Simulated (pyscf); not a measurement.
Four-centre exchange: `[O]=[CH][OH]` + `[BH3]` → `[BH2][OH]` + `[CH2]=[O]`

Gas phase, singlet surface, charge 0. Bonds broken: O1–C2, B6–H7. Bonds formed: O1–B6, C2–H7. Structures and frequencies: ωB97X-D3(BJ)/def2-SVP in PySCF. MP2 and CC: frozen core, UHF for open shells. ΔMP2 is the change of the MP2 total energy from the triple- to the quadruple-zeta basis.

Transition state (Å):

```xyz
9

O     -0.0254    -0.8200    -0.2264
C      1.2093    -0.8464     0.8685
O      1.3288    -1.8486     1.5024
H     -0.4713    -1.6713    -0.0908
H      1.9603    -0.2356     0.3389
B     -0.5388     0.2198     0.7770
H      0.5441     0.2065     1.5471
H     -1.4186    -0.1985     1.4927
H     -0.5560     1.3347     0.3108
```

One imaginary mode, 579i cm⁻¹; descent along it reached the two sides named, in the forms told below.

```csv
bond,change,reactant side (Å),saddle,product side
O1–C2,breaks,1.374,1.650,3.3
B6–H7,breaks,1.217,1.329,3.6
O1–B6,forms,1.755,1.534,1.345
C2–H7,forms,3.2,1.418,1.115
```

Electronic energies relative to the separated reactants (kcal/mol):

| level | barrier | reaction energy | reverse barrier |
|---|---|---|---|
| ωB97X-D3(BJ)/def2-TZVP | 10.2 | -24.6 | 34.8 |
| PBE/def2-TZVP | 0.0 | -24.6 | 24.6 |
| r²SCAN/def2-TZVP | 1.7 | -24.1 | 25.8 |
| B3LYP-D3(BJ)/def2-TZVP | 9.0 | -25.8 | 34.8 |
| PBE0-D3(BJ)/def2-TZVP | 3.7 | -24.5 | 28.2 |
| M06-2X/def2-TZVP | 8.4 | -25.9 | 34.3 |
| ωB97M-D3(BJ)/def2-TZVP | 9.2 | -26.0 | 35.2 |
| HF/def2-TZVP | 34.5 | -24.1 | 58.7 |
| MP2/def2-QZVPP | 7.9 | -26.9 | 34.8 |
| CCSD/def2-TZVPP | 14.6 | -26.9 | 41.4 |
| CCSD(T)/def2-TZVPP | 10.4 | -26.8 | 37.2 |
| CCSD(T)/def2-TZVPP + ΔMP2(QZVPP) | 10.3 | -27.1 | 37.3 |

With CCSD(T)/def2-TZVPP + ΔMP2(QZVPP) energies and thermal terms (ideal gas, 1 atm, RRHO with modes under 100 cm⁻¹ raised to 100, one conformer, R ln 2 for rigid chiral ones), in kcal/mol:

| T (K) | ΔH‡ | ΔG‡ | ΔH | ΔG |
|---|---|---|---|---|
| 298 | 11.6 | 22.4 | -25.9 | -26.8 |
| 600 | 11.5 | 33.4 | -26.1 | -27.6 |
| 900 | 11.9 | 44.3 | -26.3 | -28.3 |
| 1200 | 12.4 | 55.1 | -26.4 | -28.9 |

On the reactant side the descent ends in an adduct with a B–O contact, 8.8 kcal/mol under the separated species and 19.0 kcal/mol under the saddle at ωB97X-D3(BJ)/def2-TZVP. On the product side the descent ends in a complex (not fully relaxed), 6.3 kcal/mol under the separated species and 41.1 kcal/mol under the saddle at ωB97X-D3(BJ)/def2-TZVP. What is counted as formed (B–O) is already present as a longer contact in the reactant adduct; forming that adduct is a step of its own. The products may also form a dative adduct at H₂B–OH; it and routes through it were not searched. This is the saddle that the search found; another between the same sides may lie lower. The CCSD(T) − MP2 part came from Ansatz, without density fitting, on the same reference.
